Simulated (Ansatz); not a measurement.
Reaction (isomerisation): `C=C(C)C(F)Cl` → `C/C(Cl)=C/CF`

Computed with Ansatz on PBE0-D4/def2-TZVP structures; ΔE is electronic, products minus reactants. CCSD(T)/CBS is the MP2 limit (def2-TZVPP, def2-QZVPP) plus CCSD(T) − MP2 in def2-TZVPP, frozen cores. Functionals use def2-TZVPP. B3LYP here is the variant with VWN-RPA as its local correlation; programs differ in this. One conformer a species, not always the lowest.

`C=C(C)C(F)Cl`:

```xyz
12

C     0.469   -0.430    1.428
C     0.066   -0.019    0.233
C     0.414    1.306   -0.360
C    -0.821   -0.883   -0.604
F    -1.213   -2.007    0.043
Cl    0.016   -1.375   -2.113
H     1.094    0.202    2.046
H     0.187   -1.399    1.820
H     1.003    1.184   -1.272
H     0.988    1.905    0.347
H    -0.487    1.866   -0.633
H    -1.716   -0.351   -0.936
```

`C/C(Cl)=C/CF`:

Cartesian coordinates in Å:
```
C 1.483 -0.659 1.109
C 0.660 0.017 0.073
Cl 1.596 0.968 -1.042
C -0.659 -0.072 -0.042
C -1.515 0.575 -1.065
F -2.609 1.165 -0.449
H 2.201 -1.342 0.648
H 2.055 0.076 1.681
H 0.846 -1.222 1.791
H -1.177 -0.691 0.686
H -1.906 -0.163 -1.775
H -0.974 1.347 -1.616
```

**Question.** Is it downhill or uphill in electronic energy at CCSD(T)/CBS, and by how much? (Best estimate.)

**Answer.** Computed: Nearly level: ΔE = +2.5 kJ/mol.

**Question.** What do these levels give: PBE-D4, PBE0-D4, B3LYP-D4, B2PLYP, PBE, r2SCAN, B3LYP, HF/def2-TZVPP, CCSD/def2-TZVPP, CCSD(T)/def2-TZVPP, HF/def2-QZVPP, SCS-MP2/def2-QZVPP? (An estimate is asked.)

**Answer.** The calculation gave: PBE-D4 -0.7, PBE0-D4 -0.3, B3LYP-D4 0.5, B2PLYP 0.0, PBE -2.2, r2SCAN 2.2, B3LYP -1.8, HF/def2-TZVPP 1.2, CCSD/def2-TZVPP 2.7, CCSD(T)/def2-TZVPP 3.3, HF/def2-QZVPP 0.8, SCS-MP2/def2-QZVPP 0.2 kJ/mol.

Largest T1 diagnostic among the species: 0.011.
